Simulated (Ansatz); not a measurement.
The input, for Ansatz 0.2.0:

```yaml
crystal:
  periodic: [false, false, false]
  atoms:
    - {symbol: B, position_ang: [-1.457210, 0.000000, 0.000000]}
    - {symbol: H, position_ang: [-2.053943, 1.033571, 0.000000]}
    - {symbol: H, position_ang: [-2.053943, -1.033571, 0.000000]}
    - {symbol: H, position_ang: [0.271790, 0.000000, 0.000000]}
    - {symbol: N, position_ang: [1.400790, 0.000000, 0.000000]}
basis:
  gaussian: {orbitals: cc-pVDZ}
magnetization: {spin_polarized: true, initial_magnetization: 3}
correlation: {method: mp2, electrons: outside_noble_gas}
```

```sh
$ ansatz run in.yaml --threads 1 --pin off --events-out ev --progress --plain --max-ram 2393MiB
```

The program prints:

```
399 factors; integrals over basis functions are off by at most 1.3e-3 eV
mean field evaluation 1: about -2194.9753 eV, gradient 1.0e1 eV
mean field evaluation 2: about -2194.9754 eV, gradient 1.0e1 eV
mean field evaluation 4: about -2196.0903 eV, gradient 1.2e0 eV
mean field evaluation 8: about -2196.1144 eV, gradient 4.6e-4 eV
mean field -2196.11437341 eV, -80.7057146430 hartree, gradient 1.4e-6 eV, S^2 3.788086; 0 other end points of the search recorded, 0 dependent functions left out
2 core orbitals not correlated: weight in the atoms' cores, before any rotation towards them, 1.000 or more for the frozen orbitals, at most 0.000 for the correlated occupied ones
reference -2196.11437341 eV, -80.7057146430 hartree; 7, 4 occupied and 34, 37 virtual orbitals, 399 factors
second order -4.84330731 eV of doubles, -0.00000000 eV of singles
Total energy: -2200.95768072 eV, -80.8837029038 hartree
```

Ran on 1 thread of Arm Neoverse V2, shared host: 0.18 s wall, 0.17 GiB peak host memory.
